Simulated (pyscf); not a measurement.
Thermochemistry of product channels of H₂N–SiH(NH₂)–NH₂ + SiH₄ on the singlet surface, in kcal/mol, from ωB97M-D3(BJ)/def2-TZVP energies (ideal gas, 1 atm, RRHO with modes under 100 cm⁻¹ raised to 100, one conformer, R ln 2 for chiral ones without a mode under 150 cm⁻¹). Structures and frequencies: ωB97X-D3(BJ)/def2-SVP in PySCF.

```
products                      ΔE  ΔH(298 K)  ΔG(298 K)  ΔG(1200 K)
--------------------------  ----  ---------  ---------  ----------
H₂N–Si(NH₂)(NH₂)–SiH₃ + H₂  +8.9       +7.2       +8.1        +7.0
H₂N–SiH(NH₂)–NH–SiH₃ + H₂   -7.8      -10.1       -8.3        -5.6
```

These are energies of the channels, which say nothing of barriers.
